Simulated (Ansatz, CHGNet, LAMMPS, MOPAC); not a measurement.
## How well does each level of theory give the lattice constant a of wurtzite GaN?

Reference value: 3.189 Å (measured, room temperature, no zero-point or thermal correction; as tabulated in Lucero et al. (2012), arXiv:1111.4515).

```json
[
 {"level (code)": "Tersoff GaN.tersoff (LAMMPS)", "value (Å)": "3.181"},
 {"level (code)": "PM6 semi-empirical Hartree-Fock (MOPAC)", "value (Å)": "3.348"},
 {"level (code)": "CHGNet-r²SCAN", "value (Å)": "3.197"},
 {"level (code)": "LDA (Ansatz)", "value (Å)": "3.152"},
 {"level (code)": "PBE (Ansatz)", "value (Å)": "…"},
 {"level (code)": "rVV10 (Ansatz)", "value (Å)": "3.233"},
 {"level (code)": "r²SCAN (Ansatz)", "value (Å)": "…"},
 {"level (code)": "r²SCANh (Ansatz)", "value (Å)": "3.176"},
 {"level (code)": "Hartree–Fock (Ansatz)", "value (Å)": "…"}
]
```

What belongs in the gaps?


- PBE (Ansatz, an electronic-structure program), value (Å): 3.218
- r²SCAN (Ansatz), value (Å): 3.183
- Hartree–Fock (Ansatz), value (Å): 3.191

Differences against the reference: Tersoff GaN.tersoff -0.25 %, PM6 semi-empirical Hartree-Fock (MOPAC) +4.99 %, CHGNet-r²SCAN +0.25 %, LDA -1.16 %, PBE +0.91 %, rVV10 +1.38 %, r²SCAN -0.19 %, r²SCANh -0.41 %, Hartree–Fock +0.06 %.

The reference is not for a static lattice or low temperature, so close values are not ranked against it. Off by more than 1.25 %, or 1.75 % on the side where a correction would as a rule narrow the miss (bounds picked here): PM6 semi-empirical Hartree-Fock (MOPAC) (+4.99 %), rVV10 (+1.38 %).

The reference isn't brought to a static lattice, while the calculations are for one, so the differences are not the levels' errors alone.  PM6 semi-empirical Hartree-Fock (MOPAC): the method was fitted mainly to molecules. PM6 semi-empirical Hartree-Fock (MOPAC): the run uses a supercell at the zone centre in place of a k mesh. Cutoffs and k meshes differ between the levels. Ansatz's density-functional and Hartree–Fock values are scalar-relativistic unless marked +SOC, with PAW data made under PBE.

Empirical potentials (Tersoff GaN.tersoff) are fitted to chosen data: where that held the value shown, agreement is built in, and what lay outside the fit can be far off. Machine-learned potentials (CHGNet-r²SCAN) are trained on DFT data: a solid inside that data is no test of them.

Differences are worked out from the printed values.
